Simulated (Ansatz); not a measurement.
Process, species as SMILES: F[C]F (closed-shell singlet) + 3 [H][H] (H2) → C (CH4) + 2 F (HF)
B3LYP-D3(BJ)/def2-TZVP geometries, fixed; electronic energies without zero-point terms.

Basis-set convergence of the energy of full hydrogenation at MP2 with Ansatz (an electronic-structure program). Cartesian d functions, on some or all atoms, in 6-31G*, 6-31+G*; all else is spherical. Cores are frozen. A restricted Hartree-Fock determinant is unstable towards unrestricted orbitals. No added dispersion term, no relativity. Functions are those of the species that has most. Reference: Hartree-Fock in aug-cc-pVQZ plus the correlation part extrapolated as X^-3 from aug-cc-pVTZ and aug-cc-pVQZ, -122.69 kcal/mol, itself unsure by roughly 0.22 kcal/mol (a third of the extrapolation step and of the last Hartree-Fock step). Deviations are taken from unrounded values.

```
basis        functions  energy of full hydrogenation (kcal/mol)
-----------  ---------  ---------------------------------------
cc-pVDZ             42                                  -112.57
aug-cc-pVDZ         69                                  -125.89
def2-SVP            42                                  -114.81
def2-SVPD           66                                  -129.42
pcseg-1             42                                  -115.91
aug-pcseg-1         69                                  -121.97
6-31G*              45                                   -96.02
6-31+G*             57                                  -109.32
6-311G**            54                                  -115.43
6-311+G**           66                                  -123.26
cc-pVTZ             90                                  -118.29
aug-cc-pVTZ        138                                  -121.80
pcseg-2             90                                  -121.74
aug-pcseg-2        138                                  -121.98
def2-TZVP           93                                  -114.63
def2-TZVPD         117                                  -117.59
def2-TZVPP          93                                  -120.68
def2-TZVPPD        117                                  -122.38
cc-pVQZ            175                                  -121.24
aug-cc-pVQZ        264                                  -122.23
def2-QZVPP         177                                  -122.44
def2-QZVPPD        195                                  -122.74
```

What the diffuse functions change, pair by pair:
- cc-pVDZ to aug-cc-pVDZ: 27 more functions, deviation 10.12 to -3.19 kcal/mol
- def2-SVP to def2-SVPD: 24 more functions, deviation 7.88 to -6.73 kcal/mol
- pcseg-1 to aug-pcseg-1: 27 more functions, deviation 6.78 to 0.72 kcal/mol
- 6-31G* to 6-31+G*: 12 more functions, deviation 26.67 to 13.37 kcal/mol
- 6-311G** to 6-311+G**: 12 more functions, deviation 7.26 to -0.57 kcal/mol
- cc-pVTZ to aug-cc-pVTZ: 48 more functions, deviation 4.40 to 0.89 kcal/mol
- pcseg-2 to aug-pcseg-2: 48 more functions, deviation 0.95 to 0.71 kcal/mol
- def2-TZVP to def2-TZVPD: 24 more functions, deviation 8.06 to 5.10 kcal/mol
- def2-TZVPP to def2-TZVPPD: 24 more functions, deviation 2.01 to 0.31 kcal/mol
- cc-pVQZ to aug-cc-pVQZ: 89 more functions, deviation 1.45 to 0.46 kcal/mol
- def2-QZVPP to def2-QZVPPD: 18 more functions, deviation 0.25 to -0.05 kcal/mol

Leaving out the reference's own pair, they bring the value nearer the reference by more than 0.22 kcal/mol in 9 of 10 pairs.
